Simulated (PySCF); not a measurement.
A geometry optimisation, step by step.

Compound: C₃H₇P.
SMILES with atom numbers: `[H]/[P:4]=[CH:3]\[CH2:2][CH3:1]` (hydrogens: H5, H6, H7 on C1; H8, H9 on C2; H10 on C3; H11 on P4)

Method: PySCF, PBE0-D3(BJ)/def2-SVP geometry optimisation, gas phase; density fitting, grid level 1; the optimiser is geomeTRIC in internal coordinates, started from a GFN2-xTB structure with every atom displaced at random (about 0.01 Å). The frame can shift and turn from step to step; on so coarse a grid that alone can change the energy by a few meV, and forces under 0.02 eV/Å are noise.

Step 0: E = -12500.4709 eV, largest atomic force 2.483 eV/Å
```
atom  x, y, z in Å  |  force x, y, z in eV/Å
C1     -1.324   -0.364    0.084   -0.565   1.329  -0.616
C2      0.103   -0.440   -0.391    0.208   0.153   0.380
C3      0.794    0.861   -0.209    1.911  -0.562   1.483
P4      2.150    1.197    0.787   -1.152   0.342  -0.935
H5     -1.872    0.438   -0.474    0.181  -0.412   0.287
H6     -1.388   -0.101    1.140    0.048  -0.012   0.373
H7     -1.850   -1.283   -0.088   -0.485  -0.873  -0.085
H8      0.134   -0.692   -1.457   -0.020  -0.235  -0.265
H9      0.617   -1.224    0.181    0.211  -0.111  -0.161
H10     0.401    1.691   -0.755   -0.454   0.890  -0.642
H11     2.273   -0.110    1.305    0.116  -0.507   0.179
```

Step 1: E = -12500.5577 eV, largest atomic force 0.359 eV/Å
```
atom  x, y, z in Å  |  force x, y, z in eV/Å
C1     -1.298   -0.379   -0.051   -0.065  -0.085   0.020
C2      0.181   -0.444   -0.433   -0.029  -0.007  -0.011
C3      0.849    0.861   -0.156   -0.234   0.250   0.107
P4      1.878    1.285    1.095    0.104  -0.074  -0.105
H5     -1.823    0.413   -0.604   -0.021   0.037  -0.048
H6     -1.400   -0.152    1.022   -0.019  -0.031  -0.032
H7     -1.816   -1.331   -0.254    0.072   0.043  -0.004
H8      0.282   -0.698   -1.505   -0.017   0.005   0.054
H9      0.673   -1.243    0.143    0.043  -0.043  -0.040
H10     0.496    1.702   -0.785    0.171  -0.167   0.057
H11     2.017   -0.039    1.652   -0.006   0.073   0.003
```

Step 2: E = -12500.5701 eV, largest atomic force 0.210 eV/Å
```
atom  x, y, z in Å  |  force x, y, z in eV/Å
C1     -1.324   -0.387   -0.059   -0.001   0.005  -0.004
C2      0.163   -0.444   -0.416    0.058   0.006   0.179
C3      0.849    0.851   -0.122   -0.103   0.146  -0.110
P4      1.943    1.306    1.060   -0.033  -0.151  -0.054
H5     -1.840    0.416   -0.610    0.013  -0.008  -0.005
H6     -1.453   -0.188    1.015   -0.016  -0.010  -0.003
H7     -1.827   -1.336   -0.298    0.017   0.004  -0.005
H8      0.266   -0.677   -1.491    0.037   0.018   0.002
H9      0.650   -1.261    0.140   -0.003  -0.024  -0.004
H10     0.526    1.678   -0.774    0.019   0.021  -0.007
H11     2.084    0.014    1.678    0.012  -0.006   0.011
```

Step 3: E = -12500.5732 eV, largest atomic force 0.275 eV/Å
```
atom  x, y, z in Å  |  force x, y, z in eV/Å
C1     -1.332   -0.393   -0.057    0.033   0.033  -0.050
C2      0.161   -0.422   -0.390   -0.088   0.067  -0.014
C3      0.834    0.886   -0.125    0.112  -0.247   0.044
P4      1.971    1.270    1.039    0.072   0.154   0.046
H5     -1.855    0.391   -0.629    0.019  -0.031   0.024
H6     -1.492   -0.189    1.012    0.002   0.008   0.022
H7     -1.801   -1.357   -0.298   -0.037  -0.025  -0.004
H8      0.277   -0.666   -1.460    0.026  -0.027  -0.054
H9      0.661   -1.226    0.175   -0.029   0.043   0.009
H10     0.543    1.712   -0.788   -0.084   0.054  -0.007
H11     2.070   -0.031    1.644   -0.025  -0.029  -0.017
```

Step 4: E = -12500.5766 eV, largest atomic force 0.029 eV/Å
```
atom  x, y, z in Å  |  force x, y, z in eV/Å
C1     -1.330   -0.390   -0.060    0.014   0.005  -0.017
C2      0.161   -0.430   -0.395   -0.013   0.016   0.009
C3      0.840    0.872   -0.122    0.002  -0.016  -0.003
P4      1.966    1.284    1.044    0.018  -0.005  -0.007
H5     -1.848    0.398   -0.629   -0.003   0.001   0.000
H6     -1.485   -0.186    1.010    0.000  -0.001   0.002
H7     -1.812   -1.350   -0.300   -0.003  -0.001   0.000
H8      0.279   -0.673   -1.466    0.017  -0.012  -0.005
H9      0.654   -1.237    0.171   -0.006   0.003   0.010
H10     0.527    1.701   -0.775   -0.027   0.010   0.007
H11     2.085   -0.018    1.644    0.000  -0.001   0.004
```

Step 5: E = -12500.5773 eV, largest atomic force 0.021 eV/Å
```
atom  x, y, z in Å  |  force x, y, z in eV/Å
C1     -1.332   -0.389   -0.063    0.004   0.001  -0.010
C2      0.160   -0.430   -0.390   -0.001  -0.001  -0.001
C3      0.839    0.872   -0.118   -0.002   0.013   0.000
P4      1.974    1.284    1.040    0.005  -0.013  -0.015
H5     -1.847    0.398   -0.636   -0.003   0.003  -0.001
H6     -1.492   -0.183    1.006   -0.001  -0.001  -0.001
H7     -1.813   -1.349   -0.304    0.000   0.002   0.001
H8      0.284   -0.676   -1.461    0.013  -0.008   0.005
H9      0.650   -1.236    0.180   -0.006  -0.002   0.010
H10     0.517    1.702   -0.766   -0.013   0.003   0.012
H11     2.100   -0.019    1.637    0.002   0.002   0.000
```

Step 6: E = -12500.5798 eV, largest atomic force 0.091 eV/Å
```
atom  x, y, z in Å  |  force x, y, z in eV/Å
C1     -1.350   -0.384   -0.088   -0.029  -0.007   0.014
C2      0.153   -0.432   -0.354    0.048  -0.050  -0.046
C3      0.827    0.873   -0.089   -0.033   0.085  -0.004
P4      2.024    1.282    1.007   -0.003  -0.039  -0.026
H5     -1.842    0.392   -0.694    0.002   0.006  -0.003
H6     -1.553   -0.161    0.971   -0.001   0.002  -0.007
H7     -1.823   -1.348   -0.331    0.008   0.008   0.005
H8      0.320   -0.700   -1.415   -0.006   0.005   0.026
H9      0.623   -1.226    0.248   -0.003  -0.007   0.007
H10     0.454    1.709   -0.701    0.018  -0.013   0.022
H11     2.204   -0.031    1.568   -0.002   0.011   0.012
```

Step 7: E = -12500.5800 eV, largest atomic force 0.027 eV/Å
```
atom  x, y, z in Å  |  force x, y, z in eV/Å
C1     -1.351   -0.384   -0.089   -0.016  -0.004   0.005
C2      0.153   -0.431   -0.351    0.014  -0.018  -0.015
C3      0.826    0.875   -0.088   -0.014   0.023   0.006
P4      2.034    1.277    0.998   -0.013  -0.005   0.003
H5     -1.841    0.391   -0.699    0.001   0.002  -0.002
H6     -1.559   -0.158    0.967    0.001   0.003  -0.003
H7     -1.823   -1.349   -0.331    0.002   0.003   0.003
H8      0.323   -0.703   -1.410   -0.002   0.005   0.011
H9      0.621   -1.224    0.254   -0.001   0.000   0.004
H10     0.449    1.713   -0.694    0.018  -0.008  -0.003
H11     2.206   -0.034    1.566    0.009   0.000  -0.009
```

Question: Summarise the path.

Answer: The energy falls by 2.52 kcal/mol from step 0 to step 7; nine tenths of that is first reached at step 2. It falls at every step. The largest force goes from 2.483 to 0.027 eV/Å. Among the bonds C3=P4 changes most, from 1.716 to 1.673 Å; the atoms move by 0.047 Å rms after alignment.

Question: Follow the three bonds and two angles with the largest change from start to end.

Answer: 
```
step  E above end (kcal/mol)  largest force (eV/Å)  C3=P4 (Å)  C3–H10 (Å)  P4–H11 (Å)  C2–C3–P4 (°)  H8–C2–H9 (°)
   0                    2.52                 2.483      1.716       1.068       1.412         127.6         109.2
   1                    0.51                 0.359      1.675       1.107       1.442         129.4         107.5
   2                    0.23                 0.210      1.674       1.101       1.439         132.4         107.1
   3                    0.16                 0.275      1.672       1.098       1.438         129.1         106.7
   4                    0.08                 0.029      1.673       1.101       1.439         130.4         106.8
   5                    0.06                 0.021      1.673       1.101       1.439         130.5         106.8
   6                    0.01                 0.091      1.674       1.102       1.439         130.8         106.5
   7                    0.00                 0.027      1.673       1.101       1.439         130.6         106.5
```

The cost below is that of the whole optimisation. Time: 21 s wall; peak memory 0.39 GiB. Hardware: one thread, Arm Neoverse V1 (aarch64), on a shared host.
